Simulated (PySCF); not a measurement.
Compound: C5H8N (doublet state).
Structure used (GFN2-xTB), in Å, numbered top down from 1:
```xyz
14
C5H8N angstrom
C      2.0164    0.1300   -0.0167
N      0.6611    0.0331    0.2350
C     -0.0552   -1.1999   -0.0125
C     -1.4748   -0.7508   -0.1667
C     -1.5594    0.5672   -0.1163
C     -0.2077    1.1800    0.0778
H      2.4695    1.0743    0.2231
H      2.5877   -0.7638    0.1539
H      0.0693   -1.8912    0.8328
H      0.3062   -1.7170   -0.9151
H     -2.2790   -1.4504   -0.3042
H     -2.4465    1.1680   -0.2031
H     -0.1688    1.8164    0.9730
H      0.0804    1.8037   -0.7830
```

The hyperfine couplings belong to this conformer and change with its torsions.

Identity: `[CH2]N1CC=CC1` [radical].

Computed with UKS B3LYP, pcH-1 on C H N, non-relativistic, mean-field spin-orbit, GIAO (PySCF). Geometry: GFN2-xTB, one conformer, isolated molecule. A GFN2-xTB geometry isn't a minimum of the functional, and hyperfine couplings can be far from their values at a DFT geometry. Stability of the SCF solution: not tested.

Break the g tensor into its mass correction, gauge correction and orbital-Zeeman/spin–orbit terms.

| Δg (ppm) | 1 | 2 | 3 |
| --- | --- | --- | --- |
| relativistic mass correction | -166 | -166 | -166 |
| gauge correction | 4 | 46 | 37 |
| orbital Zeeman/spin–orbit | -20 | 700 | 1260 |
| total | -182 | 580 | 1132 |

So g = 2.00214, 2.00290, 2.00345 and g_iso = 2.00283; the tensor is rhombic: the two nearest values differ by 42 % of g3 − g1. Axes: g2 points within 6° of the C1–N2 bond.

How much does each term add to the isotropic shift?

The orbital-Zeeman/spin–orbit term 647, the mass correction -166 and the gauge correction 29 ppm, for a total of 510 ppm. The orbital-Zeeman/spin–orbit term is the largest in size. The mass correction is the same along every axis, so the anisotropy comes from the other two: their spans along these axes are 42 (gauge) and 1281 ppm (orbital Zeeman/spin–orbit).

What are the electron Larmor frequencies g μB B/h along the three axes at 330 mT?

9.2474, 9.2509, 9.2535 GHz for g1, g2 and g3, a range of 6.1 MHz.

In a frozen sample, at which fields do the three g values resonate at 9.5, 34, 94 and 263 GHz (hyperfine left aside), and which band first spreads them over more than twice a line width of 0.3 mT?

| band | GHz | B(g3) mT | B(g2) mT | B(g1) mT | spread mT |
| --- | --- | --- | --- | --- | --- |
| X | 9.5 | 338.79 | 338.89 | 339.01 | 0.22 |
| Q | 34.0 | 1212.52 | 1212.85 | 1213.31 | 0.80 |
| W | 94.0 | 3352.26 | 3353.18 | 3354.46 | 2.20 |
| J | 263.0 | 9379.19 | 9381.78 | 9385.35 | 6.15 |

The spread grows in proportion to the frequency. Q band is the first where it exceeds 0.6 mT.

The largest Mulliken spin populations are on C1 (+0.81) and N2 (+0.19). The angles at C1 add up to 349.6°, so it is slightly pyramidal.

The HOMO–LUMO gaps are 3.96 eV among the α and 5.93 eV among the β orbitals.

The run took 31 s of wall time (grids of density and orbitals included) on one thread, Arm Neoverse V2 (aarch64) (shared host), and the process peaked at 0.83 GiB of memory.
